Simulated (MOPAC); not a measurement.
MOPAC input (MNDO):

```
MNDO 1SCF GEO-OK AUX(PRECISION=9) THREADS=1
C2H3Cl

C     0.01118773 1    0.75889942 1   -0.01238914 1
C     1.30488840 1    1.02329449 1    0.00343307 1
Cl   -0.63700773 1   -0.85323169 1    0.00417952 1
H    -0.75905041 1    1.51625302 1   -0.03695357 1
H     2.05291747 1    0.24314247 1    0.02802818 1
H     1.63880765 1    2.05237986 1   -0.00839007 1
```

Problem. What heat of formation does the run end on, and which ionisation energy by Koopmans theorem?

Solution. 5.68 kcal/mol; 10.44 eV.
